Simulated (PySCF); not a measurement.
# CN2: adding exact exchange

Base calculation in PySCF with density fitting and no spin–orbit coupling, PBE/def2-TZVP (no relativity): triplet, D∞h, C–N 1.235 Å (×2); wavenumbers 430 (×2), 1240, 1617 cm⁻¹; polar-tensor charge of C -0.12 e, atomisation energy (no zero-point energy) 1368 kJ/mol.

Problem. What changes on going to PBE0/def2-TZVP (no relativity)?

Solution. The point group stays the same. Changes: mean bond to C -0.011 Å, highest wavenumber -64 cm⁻¹, lowest wavenumber +21 cm⁻¹, polar-tensor charge of C -0.10 e, atomisation energy (no zero-point energy) -102 kJ/mol. The new structure has C–N 1.224 Å (×2), with wavenumbers 451 (×2), 1287, 1553 cm⁻¹.

Each species is the lowest minimum found with this bonding; other isomers or fragments can lie lower.
